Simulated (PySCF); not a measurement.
## Löwdin shares of the frontier orbitals

P3H5.
SMILES with atom numbers: `[PH2:1][PH:2][PH2:3]` (hydrogens: H4, H5 on P1; H6 on P2; H7, H8 on P3)

Structure used (GFN2-xTB), in Å, numbered top down from 1:
```
atom  x, y, z in Å
P1     1.6562    0.0327   -0.5251
P2    -0.0179   -0.3085    0.8106
P3    -1.5838   -0.1692   -0.6834
H4     1.5901    1.4200   -0.3880
H5     2.5899   -0.0759    0.5023
H6     0.0732   -1.7008    0.7120
H7    -1.7070    1.2142   -0.5461
H8    -2.5916   -0.4031    0.2486
```

Computed with TDDFT CAM-B3LYP/def2-SVPD, vertical, gas phase, core orbitals frozen in the response (PySCF).

Frontier orbitals with the atoms that hold most of them (Löwdin shares over 4%, at most four atoms; ? is withheld):

```csv
orbital,ε (eV),atoms
LUMO+2,1.09,"P2 32%, P1 20%, P3 20%, H6 11%"
LUMO+1,0.99,"P2 35%, P3 22%, P1 22%, H6 7%"
LUMO,0.73,?
HOMO,?,?
HOMO-1,-9.28,"P1 36%, P3 36%, P2 10%, H4 5%"
HOMO-2,-10.62,"P2 27%, P3 24%, P1 24%, H5 10%"
HOMO-3,-11.23,"P2 30%, H6 20%, P3 14%, P1 14%"
```

Q: Which atoms hold the LUMO, and with what shares?

A: P2 (bonded to 2 P and H) 23%; P3 (bonded to P and 2 H) 23%; P1 (bonded to P and 2 H) 23%; H5 (bonded to P) 8%. By element: phosphorus 70%, hydrogen 8% or more.

Q: Which atoms hold the HOMO, and with what shares?

A: P2 (bonded to 2 P and H) 43%; P1 (bonded to P and 2 H) 23%; P3 (bonded to P and 2 H) 23%.

Q: What is the HOMO energy, and the HOMO–LUMO gap?

A: ε(HOMO) = -7.63 eV; the gap is 8.36 eV (0.3072 hartree).

Q: How does S1 compare with the orbital gap of 8.36 eV?

A: S1 is at 5.25 eV (f = 0.028), 3.11 eV below the gap, made of HOMO→LUMO (97%). Without the coupling terms of the response equations the lowest excitation would equal the gap.

Q: Give energy, strength and leading configuration of S1 and S2, and follow the Löwdin shares of the leading atoms from the occupied to the empty orbital.

A: 
- S1 (5.25 eV, f 0.028), HOMO→LUMO (97%): P2 43% → 23%, P1 23% → 23%, P3 23% → 23%
- S2 (5.50 eV, f 0.135), HOMO→LUMO+1 (94%): P2 43% → 35%, P1 23% → 22%, P3 23% → 22%

One conformer stands for the species.
